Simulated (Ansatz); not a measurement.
Te (model structure, within 0.1 Å of Pm-3m, No. 221, 2 atoms in the cell)

All values below come from r²SCAN (PAW; Ansatz, an electronic-structure program).

Numerical settings: plane-wave cutoff 500 eV, 12×12×12 k mesh, Fermi–Dirac smearing 0.05 eV, scalar-relativistic PAW data made under PBE.

Cell (relaxed at this level):

```
CELL_PARAMETERS angstrom
      2.25263     1.30056     3.68689
     -2.25263     1.30056     3.68689
      0.00000    -2.60112     3.68689
ATOMIC_POSITIONS crystal
  Te 0.25000 0.25000 0.25000
  Te 0.75000 0.75000 0.75000
```

For Te (model structure, within 0.1 Å of Pm-3m, No. 221, 2 atoms in the cell), the band gap comes out as none.

Spin–orbit coupling is not included.

The computed numbers hold no vibrational or temperature effects.

Computing time: around 6 core-minutes (rough).

A model structure was made by putting elements into a prototype or built by hand; it is no filed structure, need not be a known phase, and can be a saddle point held by its symmetry.
